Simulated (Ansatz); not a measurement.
Worked example: HPSi⁺, doublet against HPSi, singlet

Geometry (PBE0/def2-TZVP stationary point of a singlet), kept for both states (HPSi, singlet: A'; HPSi⁺, doublet: A'):

```xyz
3

Si    0.0000   -0.0098    1.0767
P     0.0000   -0.0326   -0.9681
H     0.0000    1.2752   -0.2504
```

Basis 6-31G; Ansatz 0.2.0. Only valence electrons are correlated (noble-gas cores frozen). Prefix R: restricted or restricted open-shell reference.

Full CI is exact within this basis and frozen core; it isn't the basis-set limit.

Coupled cluster chose its determinant by trial CCSD, here up to 0.37 eV above the lowest Hartree–Fock solution of its kind.

```tsv
level	E(HPSi, singlet) (hartree)	E(HPSi⁺, doublet) (hartree)
RCCSD(T)	-630.214385	-629.895968
PBE	-630.995445	-630.653422
full CI	-630.215638	-629.897671
```

**Question.** Give the vertical gap, HPSi⁺ doublet less HPSi singlet, at each level in eV (1 hartree = 27.2114 eV), and each error against full CI.

**Answer.** full CI: (-629.897671 − (-630.215638)) × 27.2114 = 8.652 eV (the reference)
PBE: (-630.653422 − (-630.995445)) × 27.2114 = 9.307 eV, error 0.655 eV
RCCSD(T): (-629.895968 − (-630.214385)) × 27.2114 = 8.665 eV, error 0.013 eV

Total energies of functionals can't be set beside those of wave-function methods, since they hold the core's correlation and their own absolute errors; only the differences compare.

The set has no polarisation functions, so the order and spacing of states can differ from the basis-set limit.

In so small a basis the reference is far from its limit while semilocal and hybrid functionals are nearer theirs, so the functionals' errors here hold much of the reference's basis and frozen-core error, which can add to them or hide them.

Each level lands on the state that its own search finds. T1 diagnostics of restricted CCSD: 0.023 and 0.037.
